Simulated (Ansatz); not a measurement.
A nudged elastic band was laid between two geometries of CH$_{5}$B (7 atoms, charge 0, multiplicity 1).

These are results of Ansatz 0.2.0, RKS PBE-D4/def2-SVP, not measurements.

```
movable images  : 7
climbing image  : yes
spring          : 5.0 eV/Å²
optimiser       : quadratic models (default)
start path      : through a guess of the saddle point
force threshold : 0.05 eV/Å
iteration limit : 60
end points      : relaxed
```

Image 0:

```xyz
7
Properties=species:S:1:pos:R:3
B 0.156 0.023 0.087
H 0.184 0.273 1.281
H 1.189 -0.349 -0.444
C -1.179 0.076 -0.710
H -1.564 -0.970 -0.570
H -1.965 0.738 -0.298
H -1.083 0.209 -1.806
```

Image 8:

```xyz
7
Properties=species:S:1:pos:R:3
B -0.740 -0.972 0.265
H 1.413 0.224 0.638
H 1.878 0.825 0.476
C -1.551 -0.167 -0.769
H -2.522 -0.679 -0.961
H -1.754 0.858 -0.383
H -0.986 -0.088 -1.725
```

(1) Which bonds break or form, and what moves?

(2) What energy profile does the band end with?

(3) What is the geometry of the highest image?

## Answers

(1) Bonds broken: B1–H2, B1–H3. Bonds formed: H2–H3. CH5B becomes CH3B + H2.

(2) The forces met the threshold. The highest image is number 6 of 0 to 8, 354.0 kJ/mol above the first end and 7.2 kJ/mol above the last; the last end lies 346.9 kJ/mol above the first. Beside the main top the profile has a ripple of under 15 meV (maxima at images 1, 6), which may be a very shallow well or noise. Neighbouring images differ by up to 2.2 eV, so the band resolves the path poorly. A vibrational analysis at the climbing image gives one clearly imaginary mode, 482i cm⁻¹: a first-order saddle point. The orbitals stay closed-shell, which can raise the energy where a bond breaks towards radicals; this wasn't checked here.

```tsv
image	path coordinate (Å)	energy (kJ/mol)	B1–H2 (Å)	B1–H3 (Å)	H2–H3 (Å)
0	0.00	0.0	1.22	1.22	2.09
1	0.56	1.0	1.22	1.22	2.09
2	1.13	0.1	1.22	1.22	2.09
3	1.69	1.0	1.22	1.22	2.08
4	2.26	48.2	1.20	1.22	1.82
5	2.82	258.5	1.19	1.45	1.30
6	3.39	354.0	1.46	1.93	0.89
7	4.08	348.4	2.01	2.64	0.79
8	4.77	346.9	2.49	3.18	0.78
```

(3) 
```xyz
7
Properties=species:S:1:pos:R:3
B -0.350 -0.703 0.404
H 0.928 -0.050 0.645
H 1.002 0.640 0.088
C -1.274 -0.092 -0.698
H -2.190 -0.712 -0.784
H -1.584 0.941 -0.417
H -0.795 -0.025 -1.699
```

Time of the run: 39 s on 1 thread of Intel(R) Xeon(R) 6975P-C (Granite Rapids) (shared host), peak memory 0.11 GiB.
